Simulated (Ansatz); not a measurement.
Basis-set extrapolation for `N=C=S` (PBE0-D4/def2-TZVP geometry, frozen core, the Gaussian-basis code of Ansatz). Multiplicity 1, RHF reference.

|  | cc-pV(T+d)Z | cc-pV(Q+d)Z |
| --- | --- | --- |
| HF | -490.465324 | -490.475553 |
| MP2 correlation | -0.521331 | -0.558932 |
| CCSD(T) correlation | -0.562263 | -0.596915 |

Energies in hartree. Use E(X) = E(∞) + A·exp(−5.46·√X) for Hartree–Fock and E(X) = E(∞) + B·X^(−3.05) for correlation, with X = 3 and 4.

Q: What is the CCSD(T) energy at the basis-set limit?

A: HF limit: -490.475553 + (-0.010229) × 0.30130 = -490.47863. Correlation limit: -0.596915 + (-0.034652) × 0.71189 = -0.62158. Total: -491.10021 hartree, 45.6 kcal/mol below CCSD(T)/cc-pV(T+d)Z.
